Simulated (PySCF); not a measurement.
The linear singlet lies higher and needs more than one determinant, so no gap is given.

# Si2, SMILES `[Si]=[Si]` (lower triplet) (charge 0, multiplicity 3)

The numbers are results of PBE-D3(BJ)/def2-TZVP // B3LYP-D3(BJ)/def2-TZVP run with PySCF, not measurements.

```json
{
 "highest_occupied_spin_orbital": "-4.82 eV",
 "dipole_moment": "0.00 D",
 "total_energy": "-578.5771 Ha",
 "cost": "around 11 core-seconds (rough)"
}
```

Bonds (Å): Si1–Si2 2.268.
Charge 0, spin multiplicity 3.
